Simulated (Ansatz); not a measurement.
A made-up structure of CHF2 (charge +1), singlet:

F1  (-1.183, 0.632, -0.165)
C2  (0.037, 0.025, 0.012)
F3  (0.118, -1.334, -0.180)
H4  (1.029, 0.678, 0.333)
(Å)

It is relaxed with PBE-D4/def2-SVP and then PBE0-D4/def2-TZVP (Ansatz 0.2.0). Atoms count as bonded within 1.22 times the sum of their covalent radii (H–H: 0.88 Å). The end point is not checked to be a true minimum.

Problem. Does its bonding change? (Judge from chemistry; the calculation decides.)

Solution. The calculation gives: No: no bond forms or breaks.

Where it ends: The first stage lowers the energy by 1.08 eV in 6 steps. It ends as CHF₂ ([F][CH][F]), total charge +1:
| atom | x (Å) | y (Å) | z (Å) |
| --- | --- | --- | --- |
| F1 | -1.0567 | 0.5640 | -0.1474 |
| C2 | 0.0332 | 0.0219 | 0.0108 |
| F3 | 0.1051 | -1.1914 | -0.1608 |
| H4 | 0.9184 | 0.6055 | 0.2974 |

Labels in which every atom is bracketed show which atoms are joined, not bond orders.

For scale, one of the runs: PBE0-D4/def2-TZVP relaxation, 99 basis functions, launched by `ansatz run in.yaml --threads 2 --pin off --events-out ev --progress --plain --max-ram 4352MiB`. The run took about 3.3 s on 2 CPU threads of an Arm Neoverse V2 (shared host).
